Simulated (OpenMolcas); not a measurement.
Worked example: vertical energy of the triplet above the singlet of C4H8 (isobutene)

C4H8 has 12 atoms, charge 0, and is taken as a singlet. SMILES: `C=C(C)C`. Geometry: relaxed at PBE0-D4/def2-TZVP.

Both states at this one shape; open shells run unrestricted unless said. 1 Eh = 27.2114 eV.

```
                                                                               level     program  singlet C4H8 (Eh)  triplet C4H8 (Eh)
                                                  BHLYP/6-31G* (spherical functions)  OpenMolcas        -157.114610        -156.957066
                                                 M06-2X/6-31G* (spherical functions)  OpenMolcas        -157.131613        -156.960778
CCSD(T)/6-31G* (spherical functions), open shells restricted, 4 core orbitals frozen  OpenMolcas        -156.689046        -156.517918
```

Task: Work out the vertical gap, second state less first, at each level.

Result: 
1. BHLYP/6-31G* (spherical functions): -156.957066 − (-157.114610) = 0.157544 Eh = 4.29 eV.
2. M06-2X/6-31G* (spherical functions): -156.960778 − (-157.131613) = 0.170835 Eh = 4.65 eV.
3. CCSD(T)/6-31G* (spherical functions), open shells restricted: -156.517918 − (-156.689046) = 0.171128 Eh = 4.66 eV.

No measured value is set beside it here; the levels span 4.29 to 4.66 eV.
